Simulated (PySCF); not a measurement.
Job file and geometry (Å, from GFN2-xTB, dihedral held) of a spin–spin coupling run on SMILES C=C(C)CN, C4H9N, B3LYP/pcJ-1 indirect spin-spin coupling, non-relativistic, gas phase in PySCF 2.14.0, density-fitted response routines; density fitting, a coarse starting grid and PySCF grid level 2 are the driver's defaults:

```
{"job": {"kind": "j", "xc": "B3LYP", "basis": "pcJ-1"}, "charge": 0, "multiplicity": 1}
C     -0.896753     1.379934    -0.654437
C     -0.462056     0.198965    -0.248151
C     -1.349112    -0.784024     0.454896
C      0.968354    -0.231336    -0.454197
N      1.043604    -1.449260    -1.252894
H     -1.913040     1.697056    -0.490742
H     -0.257868     2.077418    -1.168471
H     -2.297963    -0.325851     0.720709
H     -0.870892    -1.155207     1.361119
H     -1.550573    -1.634666    -0.195756
H      1.505609     0.549692    -0.997632
H      1.444829    -0.341168     0.538890
H      0.639189    -2.229288    -0.745901
H      2.012200    -1.678516    -1.446189
```

Task: What does the program print?

Result: 
```
coarse grid: 10992 points
cycle   1  E = -212.4805012888  dE =  3.723e-01  |g| = 5.146e-01  |ddm| = 2.860e+00
cycle   2  E = -212.4536992575  dE =  2.680e-02  |g| = 6.241e-01  |ddm| = 1.041e+00
cycle   3  E = -212.5452610355  dE = -9.156e-02  |g| = 5.427e-02  |ddm| = 5.799e-01
cycle   4  E = -212.5456031772  dE = -3.421e-04  |g| = 3.284e-02  |ddm| = 5.973e-02
cycle   5  E = -212.5458298442  dE = -2.267e-04  |g| = 5.010e-03  |ddm| = 2.862e-02
cycle   6  E = -212.5458341438  dE = -4.300e-06  |g| = 2.356e-03  |ddm| = 5.399e-03
final grid: 104176 points
cycle   7  E = -212.5855047356  dE = -9.104e-05  |g| = 7.086e-03  |ddm| = 2.448e-02
cycle   8  E = -212.5854937749  dE =  1.096e-05  |g| = 9.782e-03  |ddm| = 1.219e-02
cycle   9  E = -212.5855159577  dE = -2.218e-05  |g| = 1.556e-03  |ddm| = 7.378e-03
cycle  10  E = -212.5855164994  dE = -5.417e-07  |g| = 5.823e-04  |ddm| = 1.686e-03
cycle  11  E = -212.5855165813  dE = -8.188e-08  |g| = 1.044e-04  |ddm| = 5.093e-04
cycle  12  E = -212.5855165834  dE = -2.097e-09  |g| = 2.197e-05  |ddm| = 9.072e-05
cycle  13  E = -212.5855165835  dE = -9.697e-11  |g| = 2.968e-06  |ddm| = 1.946e-05
converged SCF energy = -212.5855165835

Indirect spin-spin couplings (Hz)
  i      j    bonds     total        FC       PSO       DSO        SD
  0 C    1 C    1     80.755    90.405    -9.840     0.189         -
  0 C    2 C    2      3.808     4.096    -0.238    -0.050         -
  0 C    3 C    2      4.848     5.087    -0.212    -0.027         -
  0 C    4 N    3     -1.776    -1.803    -0.014     0.024     0.016
  0 C    5 H    1    160.693   159.485     0.574     0.635         -
  0 C    6 H    1    162.278   161.091     0.547     0.640         -
  0 C    7 H    3      6.361     6.683    -0.333     0.010         -
  0 C    8 H    3      6.802     6.905     0.346    -0.449         -
  0 C    9 H    3      5.569     5.721     0.207    -0.359         -
  0 C   10 H    3      6.196     6.462    -0.337     0.070         -
  0 C   11 H    3      4.999     5.095     0.261    -0.357         -
  0 C   12 H    4     -0.153    -0.132     0.335    -0.356         -
  0 C   13 H    4      0.387     0.416     0.371    -0.401         -
  1 C    2 C    1     43.062    44.219    -1.374     0.218         -
  1 C    3 C    1     46.594    47.615    -1.275     0.254         -
  1 C    4 N    2     -1.968    -2.147     0.166    -0.011     0.024
  1 C    5 H    2     -1.187     0.734    -1.481    -0.440         -
  1 C    6 H    2     -0.513     1.420    -1.496    -0.438         -
  1 C    7 H    2     -4.034    -3.698    -0.215    -0.120         -
  1 C    8 H    2     -6.435    -6.384     0.028    -0.079         -
  1 C    9 H    2     -8.097    -8.140     0.095    -0.052         -
  1 C   10 H    2     -4.508    -4.185    -0.276    -0.047         -
  1 C   11 H    2     -4.195    -4.196    -0.004     0.005         -
  1 C   12 H    3      0.895     0.975    -0.109     0.028         -
  1 C   13 H    3     10.526    10.581     0.471    -0.526         -
  2 C    3 C    2      3.630     3.806    -0.177     0.002         -
  2 C    4 N    3     -1.140    -1.142    -0.002    -0.002     0.006
  2 C    5 H    3      7.356     7.484    -0.099    -0.029         -
  2 C    6 H    3     11.274    11.367     0.428    -0.521         -
  2 C    7 H    1    135.001   133.239     1.101     0.661         -
  2 C    8 H    1    129.890   127.964     1.248     0.678         -
  2 C    9 H    1    130.730   128.827     1.216     0.687         -
  2 C   10 H    3      6.322     6.361     0.427    -0.467         -
  2 C   11 H    3      2.323     2.300     0.050    -0.027         -
  3 C    4 N    1     -4.028    -3.009    -0.169    -0.075    -0.775
  3 C    5 H    3     12.307    12.377     0.403    -0.473         -
  3 C    6 H    3      7.906     8.012    -0.155     0.049         -
  3 C    7 H    3      7.146     7.180     0.391    -0.426         -
  3 C    8 H    3      2.932     2.947    -0.089     0.074         -
  3 C    9 H    3      1.091     1.147     0.015    -0.072         -
  3 C   10 H    1    141.168   139.859     0.377     0.932         -
  3 C   11 H    1    132.439   130.965     0.543     0.931         -
  3 C   12 H    2     -2.833    -2.956     0.479    -0.355         -
  3 C   13 H    2     -1.746    -1.785     0.426    -0.387         -
  4 N    6 H    4      0.540     0.481    -0.026     0.068     0.017
  4 N    8 H    4      0.357     0.382    -0.072     0.027     0.021
  4 N    9 H    4      0.597     0.616     0.027    -0.084     0.038
  4 N   10 H    2     -3.033    -2.911    -0.213     0.080     0.011
  4 N   11 H    2     -0.849    -0.826    -0.198     0.135     0.040
  4 N   12 H    1    -64.770   -61.396    -2.889    -0.262    -0.223
  4 N   13 H    1    -66.476   -63.100    -2.908    -0.240    -0.229
  5 H    6 H    2      0.668     0.386     3.730    -3.448         -
  5 H    7 H    4     -0.554    -0.547    -1.529     1.523         -
  5 H    8 H    4     -1.882    -1.729     1.255    -1.408         -
  5 H    9 H    4     -3.180    -3.028     0.839    -0.991         -
  5 H   10 H    4      0.358     0.504     1.527    -1.673         -
  5 H   11 H    4     -1.114    -0.991     1.563    -1.686         -
  5 H   13 H    5      0.442     0.546     1.485    -1.590         -
  6 H    8 H    4     -1.162    -1.025     1.679    -1.816         -
  6 H    9 H    4     -3.102    -2.954     1.587    -1.735         -
  6 H   10 H    4     -0.385    -0.424    -1.790     1.830         -
  6 H   11 H    4     -1.724    -1.598     0.923    -1.049         -
  7 H    8 H    2    -12.982   -13.073     2.733    -2.641         -
  7 H    9 H    2    -14.960   -15.076     2.681    -2.565         -
  7 H   10 H    4      1.132     1.219     1.708    -1.795         -
  7 H   11 H    4     -0.433    -0.361     1.321    -1.393         -
  7 H   12 H    5     -0.179    -0.167     1.008    -1.020         -
  7 H   13 H    5     -0.326    -0.243     1.709    -1.792         -
  8 H    9 H    2    -17.198   -17.369     2.671    -2.499         -
  8 H   11 H    4     -1.299    -1.331    -1.255     1.287         -
  9 H   10 H    4     -0.617    -0.499     1.555    -1.674         -
  9 H   11 H    4     -1.622    -1.512     0.912    -1.022         -
 10 H   11 H    2    -11.220   -11.298     2.129    -2.051         -
 10 H   12 H    3     17.020    17.111     3.574    -3.665         -
 10 H   13 H    3      3.561     3.679     0.359    -0.477         -
 11 H   12 H    3      3.755     3.906     0.505    -0.656         -
 11 H   13 H    3      1.909     2.103     0.779    -0.973         -
 12 H   13 H    2     -9.051    -9.773     5.161    -4.440         -
```

The geometry is no minimum: GFN2-xTB, dihedral held.

Size and cost of the density-fitted run: 225 basis functions, 58 s wall time on 1 thread of an x86-64 server CPU, shared host.
